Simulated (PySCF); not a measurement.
Homolysis of single bonds, series formyl-X. Isolated molecules, 0 K electronic values unless said otherwise. One relaxed conformer stands for each flexible species; it need not be the lowest. Strings in code marks are SMILES.

Calculation: PBE-D3(BJ)/def2-TZVP // PBE0-D3(BJ)/def2-TZVP (PySCF 2.14.0). All candidates: neutral, multiplicity 2. 

```yaml
highest_occupied_spin_orbital: -5.31 eV
dipole_moment: 1.76 D
```

Question: Name which member has these values.
A. `C[S]`
B. `[OH]`
C. `[O]C=O`
D. `[CH]=C`

Answer: A, `C[S]`. The others give `[OH]`: -7.16 eV, 1.72 D; `[O]C=O`: -7.78 eV, 1.47 D; `[CH]=C`: -5.43 eV, 0.72 D
